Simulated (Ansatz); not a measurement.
Cost and result for the atomization energy of BH2OS (`O[B]S`) radical (5 atoms, 4 bonds).

Charge 0, multiplicity 2. The geometry is a stationary point of PBE0-D4/def2-TZVP. It is a higher conformer; a search finds a lower one. Program: Ansatz. All runs use 2 threads of a server CPU on a shared host. Times are those of one run each, without the atoms' runs, and a repeat can differ threefold. Electronic energies, without spin–orbit coupling; frozen cores. CCSD(T)/CBS adds CCSD(T) − MP2 in def2-TZVPP to the MP2 limit, and its time is that of the two runs behind it. T1 = 0.016; ⟨S²⟩ of the reference is 0.76. HSE06 is the plane-wave form, built on full-range PBE exchange.

CCSD(T)/CBS is a level of theory with its own doubt, some kJ/mol a heavy atom from the limit and from the frozen cores, so smaller differences don't rank the functionals.

```json
{"level": "LDA (SPW92)/def2-TZVPP", "functions": "132", "wall time": "1.2 s", "atomization (kJ/mol)": "2031.5", "difference from CCSD(T)/CBS": "318.5", "per bond": "79.6"}
{"level": "BLYP-D4/def2-TZVPP", "functions": "132", "wall time": "1.9 s", "atomization (kJ/mol)": "1735.9", "difference from CCSD(T)/CBS": "22.9", "per bond": "5.7"}
{"level": "PBE-D4/def2-TZVPP (with forces)", "functions": "132", "wall time": "2.8 s", "atomization (kJ/mol)": "1788.7", "difference from CCSD(T)/CBS": "75.7", "per bond": "18.9"}
{"level": "CCSD(T)/def2-SVP", "functions": "56", "wall time": "3 s", "atomization (kJ/mol)": "1609.5", "difference from CCSD(T)/CBS": "-103.5", "per bond": "-25.9"}
{"level": "PBE0-D4/def2-TZVPP", "functions": "132", "wall time": "3.6 s", "atomization (kJ/mol)": "1737.2", "difference from CCSD(T)/CBS": "24.2", "per bond": "6.1"}
{"level": "HSE06-D4/def2-TZVPP", "functions": "132", "wall time": "3.7 s", "atomization (kJ/mol)": "1739.3", "difference from CCSD(T)/CBS": "26.3", "per bond": "6.6"}
{"level": "BHLYP-D4/def2-TZVPP", "functions": "132", "wall time": "3.8 s", "atomization (kJ/mol)": "1652.3", "difference from CCSD(T)/CBS": "-60.7", "per bond": "-15.2"}
{"level": "r2SCANh-D4/def2-TZVPP", "functions": "132", "wall time": "4.8 s", "atomization (kJ/mol)": "1742.4", "difference from CCSD(T)/CBS": "29.4", "per bond": "7.3"}
{"level": "r2SCAN-D4/def2-TZVPP (with forces)", "functions": "132", "wall time": "5.5 s", "atomization (kJ/mol)": "1761.1", "difference from CCSD(T)/CBS": "48.1", "per bond": "12.0"}
{"level": "B97M-V/def2-TZVPP", "functions": "132", "wall time": "6.5 s", "atomization (kJ/mol)": "1744.9", "difference from CCSD(T)/CBS": "31.9", "per bond": "8.0"}
{"level": "MP2/def2-QZVPP", "functions": "244", "wall time": "12 s", "atomization (kJ/mol)": "1749.7", "difference from CCSD(T)/CBS": "36.7", "per bond": "9.2"}
{"level": "CCSD(T)/def2-TZVPP", "functions": "132", "wall time": "32 s", "atomization (kJ/mol)": "1660.8", "difference from CCSD(T)/CBS": "-52.2", "per bond": "-13.0"}
{"level": "CCSD(T)/CBS(def2)", "functions": "–", "wall time": "44 s", "atomization (kJ/mol)": "1713.0", "difference from CCSD(T)/CBS": "0.0", "per bond": "0.0"}
```

From r2SCAN to r2SCAN0 (25 % exact exchange), in def2-TZVPP and without D4, the atomization energy moves by −45.9 kJ/mol: exact exchange takes away binding that semilocal exchange gives to molecules. At CCSD(T), def2-SVP lies −103.5 kJ/mol from the extrapolated value and def2-TZVPP −52.2 kJ/mol: correlation converges slowly with the basis, and small sets miss more of it in the bonded molecule than in its fragments. The D4 term adds +12.4 kJ/mol with B3LYP and +6.3 kJ/mol with PBE0; it sums over pairs of atoms, weighted by their polarisabilities, and B3LYP, whose exchange is more repulsive, gets the larger term.

B3LYP here is the variant with VWN-RPA as its local correlation; programs differ in this.
